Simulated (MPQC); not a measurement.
**C2H3O (SMILES [CH]1CO1): levels of theory compared**

Aim: a comparison of 4 runs (UHF/STO-3G, UHF/3-21G, UHF/def2-SVP, UPBE0/def2-SVP) of C2H3O. 

The results are computed with MPQC 2.3.1.

## 1. Starting point

C2H3O: 6 atoms, total charge 0, spin state doublet. As SMILES, `[CH]1CO1`. The shape is that of a GFN2-xTB optimisation.

Bond lengths: C1–C2 1.447 Å, C1–O3 1.354 Å, C2–O3 1.427 Å, C1–H4 1.074 Å, C2–H5 1.085 Å, C2–H6 1.083 Å. Angles: C1–C2–O3 56.2°, C2–C1–O3 61.1°, C1–O3–C2 62.7°, C1–C2–H5 121.7°, C1–C2–H6 119.0°, O3–C2–H5 114.8°, O3–C2–H6 115.0°, C2–C1–H4 131.5°, O3–C1–H4 122.6°, H5–C2–H6 115.7°.

## 2. Energy and forces at UHF/STO-3G (run 1)

mol.in

```
% C2H3O
molecule<Molecule>: (
    symmetry = c1
    unit = bohr
    { atoms geometry } = {
        C  [ -1.51051478  -0.65157757  -0.49618539 ]
        C  [ 0.63759359   0.69734673   0.52439900 ]
        O  [ 0.27688267  -1.96198925   0.78104270 ]
        H  [ -2.03631218  -1.09606005  -2.40507334 ]
        H  [ 2.22726901   1.23884776  -0.65346729 ]
        H  [ 0.40508169   1.77343238   2.24930321 ]
    }
)
basis<GaussianBasisSet>: (
    name = "STO-3G"
    molecule = $:molecule
    basisdir = "."
    puream = yes
)
mpqc: (
    checkpoint = no
    savestate = no
    restart = no
    do_energy = yes
    do_gradient = yes
    optimize = no
    mole<UHF>: (
        molecule = $:molecule
        basis = $:basis
        total_charge = 0
        multiplicity = 2
        memory = 1000000000
        print_evals = yes
        print_npa = yes
        maxiter = 120
        value_accuracy = 1e-08
        guess_wavefunction<UHF>: (
            molecule = $:molecule
            total_charge = 0
            multiplicity = 2
            memory = 1000000000
            value_accuracy = 1e-3
            basis<GaussianBasisSet>: (
                name = "STO-3G"
                molecule = $:molecule
            )
        )
    )
)
```

The basis set STO-3G is read from a file made from the Basis Set Exchange's data (not shown).

Command:

```bash
$ mpqc mol.in > mol.out
```

Log:

```text
MPQC: Massively Parallel Quantum Chemistry
[...]
  <S^2>      = 0.759248
  total scf energy = -150.2792991564
[...]
Value of the MolecularEnergy: -150.2792991564
  Gradient of the MolecularEnergy:
      1    0.0455255152
      2   -0.0110682394
      3    0.0188110448
      4   -0.0196027829
      5   -0.0188026422
      6   -0.0052047319
      7   -0.0276521756
      8    0.0418668658
      9   -0.0271636405
     10    0.0037230791
     11   -0.0006759421
     12    0.0143194716
[...]
      symmetry = c1
[...]
      nbasis = 18
[...]
    nalpha = 12
    nbeta = 11
[...]
```

Wall time 0.2 s (1 thread of Arm Neoverse V2, shared host).

## 3. Energy and gradient at UHF/3-21G (run 2)

input.in

```
% C2H3O
molecule<Molecule>: (
  symmetry = c1
  unit = angstrom
  { atoms geometry } = {
    C  [ -0.799330      -0.344800      -0.262570 ]
    C  [ 0.337400       0.369020       0.277500 ]
    O  [ 0.146520      -1.038240       0.413310 ]
    H  [ -1.077570      -0.580010      -1.272710 ]
    H  [ 1.178620       0.655570      -0.345800 ]
    H  [ 0.214360       0.938460       1.190280 ]
  }
)
basis<GaussianBasisSet>: (
  name = "3-21G"
  molecule = $:molecule
  basisdir = "."
  puream = yes
)
mpqc: (
  checkpoint = no
  savestate = no
  restart = no
  do_energy = yes
  do_gradient = yes
  optimize = no
  mole<UHF>: (
    molecule = $:molecule
    basis = $:basis
    total_charge = 0
    multiplicity = 2
    memory = 1000000000
    print_evals = yes
    print_npa = yes
    maxiter = 120
    value_accuracy = 1e-08
    guess_wavefunction<ExtendedHuckelWfn>: (
      molecule = $:molecule
      total_charge = 0
      multiplicity = 2
      basis<GaussianBasisSet>: (
        name = "STO-3G"
        molecule = $:molecule
      )
    )
  )
)
```

The basis set 3-21G is read from a file made from the Basis Set Exchange's data (not shown).

Command:

```bash
$ mpqc input.in > input.out
```

Log:

```text
MPQC: Massively Parallel Quantum Chemistry
[...]
  USCF::init: total charge = 0
[...]
  iter     1 energy = -147.6455208330 delta = 1.75146e-01
[...]
  <S^2>      = 0.758967
  total scf energy = -151.3542740399
[...]
Value of the MolecularEnergy: -151.3542740399
  Gradient of the MolecularEnergy:
      1    0.0377361430
      2   -0.0175107369
      3    0.0308713253
      4   -0.0193207175
      5   -0.0484058266
      6   -0.0034500196
      7   -0.0257426245
      8    0.0620252438
      9   -0.0279320738
     10   -0.0004557568
     11   -0.0017979905
     12   -0.0029374169
[...]
      symmetry = c1
[...]
      nbasis = 33
[...]
    nalpha = 12
    nbeta = 11
[...]
```

It took 1.1 s on 1 thread of Arm Neoverse V2, shared host.

## 4. Energy and gradient at UHF/def2-SVP (run 3)

input.in, as its differences from that of step 3:

```diff
@@ -5,8 +5,8 @@
   { atoms geometry } = {
-    C  [ -0.799330      -0.344800      -0.262570 ]
-    C  [ 0.337400       0.369020       0.277500 ]
-    O  [ 0.146520      -1.038240       0.413310 ]
-    H  [ -1.077570      -0.580010      -1.272710 ]
-    H  [ 1.178620       0.655570      -0.345800 ]
-    H  [ 0.214360       0.938460       1.190280 ]
+    C  [ -0.799330    -0.344800    -0.262570 ]
+    C  [ 0.337400     0.369020     0.277500 ]
+    O  [ 0.146520    -1.038240     0.413310 ]
+    H  [ -1.077570    -0.580010    -1.272710 ]
+    H  [ 1.178620     0.655570    -0.345800 ]
+    H  [ 0.214360     0.938460     1.190280 ]
   }
@@ -14,3 +14,3 @@
 basis<GaussianBasisSet>: (
-  name = "3-21G"
+  name = "def2-SVP"
   molecule = $:molecule
```

The basis set def2-SVP is read from a file made from the Basis Set Exchange's data (not shown).

Command:

```bash
$ mpqc input.in > input.out
```

Log:

```text
MPQC: Massively Parallel Quantum Chemistry
[...]
  USCF::init: total charge = 0
[...]
  iter     1 energy = -148.2898526492 delta = 1.09615e-01
[...]
  <S^2>      = 0.758582
  total scf energy = -152.1115659178
[...]
Value of the MolecularEnergy: -152.1115659178
  Gradient of the MolecularEnergy:
      1   -0.0133960689
      2   -0.0018392260
      3   -0.0113063021
      4    0.0064746678
      5    0.0094797253
      6    0.0010034197
      7    0.0048671314
      8   -0.0100656268
      9    0.0040071166
     10    0.0023541454
     11    0.0027720906
     12    0.0070820063
[...]
      symmetry = c1
[...]
      nbasis = 57
[...]
    nalpha = 12
    nbeta = 11
[...]
```

Wall time 5.7 s (1 thread of Arm Neoverse V2, shared host); peak memory 0.31 GiB.

## 5. Energy and gradient at UPBE0/def2-SVP (run 4)

input.in

```
% C2H3O
molecule<Molecule>: (
   symmetry = c1
   unit = angstrom
   { atoms geometry } = {
      C  [ -0.799330    -0.344800    -0.262570 ]
      C  [ 0.337400     0.369020     0.277500 ]
      O  [ 0.146520    -1.038240     0.413310 ]
      H  [ -1.077570    -0.580010    -1.272710 ]
      H  [ 1.178620     0.655570    -0.345800 ]
      H  [ 0.214360     0.938460     1.190280 ]
   }
)
basis<GaussianBasisSet>: (
   name = "def2-SVP"
   molecule = $:molecule
   basisdir = "."
   puream = yes
)
mpqc: (
   checkpoint = no
   savestate = no
   restart = no
   do_energy = yes
   do_gradient = yes
   optimize = no
   mole<UKS>: (
      molecule = $:molecule
      basis = $:basis
      total_charge = 0
      multiplicity = 2
      memory = 1000000000
      print_evals = yes
      print_npa = yes
      maxiter = 120
      value_accuracy = 1e-08
      functional<SumDenFunctional>: (
         a0 = 0.25
         coefs = [ 0.75 1 ]
         funcs: [ <PBEXFunctional>: () <PBECFunctional>: () ]
      )
      integrator<RadialAngularIntegrator>: ( grid = xfine )
      guess_wavefunction<UHF>: (
         molecule = $:molecule
         total_charge = 0
         multiplicity = 2
         memory = 1000000000
         value_accuracy = 1e-3
         basis<GaussianBasisSet>: (
            name = "MINI (Huzinaga)"
            molecule = $:molecule
         )
      )
   )
)
```

The basis set def2-SVP is read from a file made from the Basis Set Exchange's data (not shown).

Command:

```bash
$ mpqc input.in > input.out
```

Log:

```text
MPQC: Massively Parallel Quantum Chemistry
[...]
  Integrated electron density error = -0.001155785444
  iter     1 energy = -152.4640692270 delta = 1.13059e-01
  Integrated electron density error = -0.001292078955
  iter     2 energy = -152.7895131538 delta = 2.50768e-02
[...]
  Integrated electron density error = -0.000000337569
  iter    19 energy = -152.8268063728 delta = 1.00195e-07
  Integrated electron density error = -0.000000337570
  iter    20 energy = -152.8268063728 delta = 4.77514e-08
  Integrated electron density error = -0.000000337569
  iter    21 energy = -152.8268063734 delta = 1.85925e-08
[...]
  <S^2>      = 0.753027
  total scf energy = -152.8268063734
[...]
  Integrated electron density error = -0.000000338467
  Total Gradient:
[...]
Value of the MolecularEnergy: -152.8268063734
  Gradient of the MolecularEnergy:
      1   -0.0060472090
      2   -0.0053112469
      3   -0.0146799749
      4    0.0059202152
      5   -0.0013280438
      6    0.0022125529
      7    0.0014568285
      8    0.0095346600
      9    0.0002128789
     10    0.0050680471
     11    0.0051761490
     12    0.0154641104
[...]
        symmetry = c1
[...]
        nbasis = 57
[...]
      nalpha = 12
      nbeta = 11
[...]
```

Run time: 46 s. Hardware: 1 thread of Arm Neoverse V2, shared host; peak memory 0.31 GiB.

## 6. Overview of the runs

```
run           level   starting guess  integration grid  energy (Eh)   ⟨S²⟩  largest force (eV/Å)  wall time
  1      UHF/STO-3G           STO-3G                 –  -150.279299  0.759                 2.934      0.2 s
  2       UHF/3-21G    huckel STO-3G                 –  -151.354274  0.759                 3.740      1.1 s
  3    UHF/def2-SVP    huckel STO-3G                 –  -152.111566  0.759                 0.906      5.7 s
  4  UPBE0/def2-SVP  MINI (Huzinaga)             xfine  -152.826806  0.753                 0.878       46 s
```

## 7. Summary of results

```
                       quantity          value
            run 4: total energy  -152.82681 Eh
                    run 4: ⟨S²⟩          0.753
run 4: largest force on an atom     0.878 eV/Å
```

In run 1 the basis is minimal, so the values are rough. All runs together took 53 s, the longest 46 s.
